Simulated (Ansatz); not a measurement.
# How far each method lies from UCCSDT(Q) for [OH···H···OH], doublet

Geometry: a point of a hydrogen-transfer path between rigid fragments, not a stationary point.

```xyz
5

O    -1.2523    0.0004    0.0000
H    -1.5016    0.9270    0.0000
H     0.0237    0.0004    0.0000
O     1.2507    0.0004    0.0000
H     1.5026   -0.9396    0.0000
```

Basis cc-pVDZ; Ansatz 0.2.0. Correlated methods freeze the noble-gas cores, which leaves 15 electrons in 41 orbitals. Prefix R: restricted or restricted open-shell reference; prefix U: unrestricted. Active spaces: pair = (3e, 3o) about the gap; valence = (15e, 11o) chosen from the atoms' valence shells.

Full CI isn't at hand for all of this; UCCSDT(Q) serves as the reference, and is uncertain by the last step of the cluster series or more. The frozen core follows each run's orbitals, which can shift R against U totals by a few meV.

HF rows: RHF is the lowest solution found, UHF is the lowest solution found. Coupled cluster chose its determinant by a search with trial CCSD, here up to 0.26 eV above the lowest Hartree–Fock solution of its kind, and MP2 stands on that determinant too.

```
UHF ⟨S²⟩                          : 0.832
T1 diagnostic (RCCSD)             : 0.0556
largest doubles amplitude (RCCSD) : 0.062
T1 diagnostic (UCCSD)             : 0.0221
```

```
                 level  E − E(UCCSDT(Q)) (kJ/mol)  share of correlation (%)  wall time
                  RHF†                     1091.1                         –          –
                   UHF                     1072.9                      3.90          –
                  RMP2                      102.4                     90.83          –
                  UMP2                       97.9                     91.24          –
                 RCCSD                       28.1                     97.48          –
                 UCCSD                       25.6                     97.71          –
              RCCSD(T)                        5.9                     99.47      4.1 s
              UCCSD(T)                        4.9                     99.56      3.8 s
               BCCD(T)                        4.9                     99.56      3.9 s
                RCCSDT                        3.3                     99.70          –
                UCCSDT                        3.1                     99.73          –
             RCCSDT(Q)                        0.0                    100.00       41 s
  CASSCF (pair space)†                     1033.0                         –          –
  NEVPT2 (pair space)†                      128.4                         –     0.75 s
  MRCISD (pair space)†                      132.3                         –          –
MRCISD+Q (pair space)†                       54.7                         –        1 s
CASSCF (valence space)                      836.6                     25.06          –
NEVPT2 (valence space)                      118.2                     89.41        4 s
```

A dagger marks rows that describe another state than the reference (another or a broken symmetry, a higher spin or other natural occupations), so the difference holds a gap between states beside the method's error.

The correlation energy at UCCSDT(Q), counted from the determinant under the R cluster runs, is -11.571 eV. That run took 36 s on 1 thread of Intel Xeon 6975P-C, shared host.

Run but not shown, since their state, orbitals or frozen core can't be matched to the reference's or they repeat it: CISD.

Times hold each run's SCF and search for its determinant on a shared host, so for small cases they say little of a method's own cost; they ran on 1 thread of Intel Xeon 6975P-C.

Natural occupations of CASSCF (valence space) about the gap: 1.996 1.976 1.975 1.947 1.005 0.054 0.026 0.024; effectively unpaired electrons, Σ n²(2−n)², 1.03.
